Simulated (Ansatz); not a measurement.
# AlPH+ (triplet): from Hartree-Fock to the top rungs, def2-TZVPP

An exercise on one series of results from a longer session: the logs are not shown, and one member is left open.

Computed with Ansatz 0.2.0, Gaussian basis. Level: def2-TZVPP, core rule «outside noble gas», up to 10 orbitals frozen.

To be run: UHF; ROHF; CCSD(T) on UHF.

### The system

The geometry is a PBE0/def2-TZVP stationary point (not a proven minimum) of the parent state, kept for this charge and spin.

3 atoms, charge 1, spin multiplicity 3.

Atoms are counted from 1 here; the program's logs count them from 0.

Bond lengths: Al1–P2 2.392 Å, P2–H3 1.430 Å. Angles: Al1–P2–H3 98.4°.

As a file:

```
Al    0.00000    0.03484    1.30056
P     0.00000   -0.07364   -1.08866
H     0.00000    1.33037   -1.36055
```

The first run:

in.yaml

```yaml
crystal:
  periodic: [false, false, false]
  atoms:
    - {symbol: Al, position_ang: [0.000000, 0.034843, 1.300562]}
    - {symbol: P, position_ang: [0.000000, -0.073644, -1.088657]}
    - {symbol: H, position_ang: [0.000000, 1.330368, -1.360548]}
basis:
  gaussian: {orbitals: def2-TZVPP}
total_charge: 1
magnetization: {spin_polarized: true, initial_magnetization: 2}
hamiltonian: {xc: hf}
output: {orbitals: {seedname: orbitals}}
```

Started as:

```console
> ansatz run in.yaml --threads 1 --pin off --events-out ev --progress --plain --max-ram 2816MiB --backend cpu
```

Steps of the session up to this table: UHF; ROHF; CCSD(T) on UHF.

One table of the session follows, with a row left open; its other results are not shown here.

| method | from UCCSD(T) (kJ/mol) |
| --- | --- |
| ROHF | +530.5 |
| UHF | +497.1 |
| UMP2 | ? |
| UCCSD | +21.4 |
| UCCSD(T) | 0 |

**Question.** Estimate the row for UMP2.

The run gave: from UCCSD(T) (kJ/mol): +108.1. In the column «from UCCSD(T) (kJ/mol)» it lies between UCCSD (+21.4) and UHF (+497.1).
